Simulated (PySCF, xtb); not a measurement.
BeH, SMILES [BeH+], charge +1.

Harmonic wavenumbers (cm⁻¹) from GFN2-xTB in xtb at its own minimum, in rising order: 1451.

What does r2SCAN-D4/def2-TZVPD (PySCF 2.14.0) give at its own minimum? (The exact figures need the calculation; the answer reports its results.)

2211. Paired by order, the mean absolute difference is 760 cm⁻¹ and the zero-point energies are 2.1 and 3.2 kcal/mol.
